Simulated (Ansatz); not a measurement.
The reference is Ta in the bcc (W type) structure (space group Im-3m, No. 229; a = 3.2819 Å).

Computed with PBEsol (Ansatz, a program for electronic structure), scalar-relativistic without spin-orbit coupling.

The change: every Ta is replaced by W, then cell and atoms are relaxed.

Measured lattice parameter a: Ta 3.299 Å (static lattice; corrected from measurement; as listed in Daniel Mejia-Rodriguez, S. B. Trickey, Phys. Rev. B (2018)); W 3.16 Å (static lattice; corrected from measurement; as listed in Daniel Mejia-Rodriguez, S. B. Trickey, Phys. Rev. B (2018)).

How well does PBEsol reproduce the measured shift?

With PBEsol the lattice parameter a moves by -0.128 Å (3.282 → 3.154) against -0.139 Å measured.

Stability against distortions was not tested. The final runs are not spin-polarised.
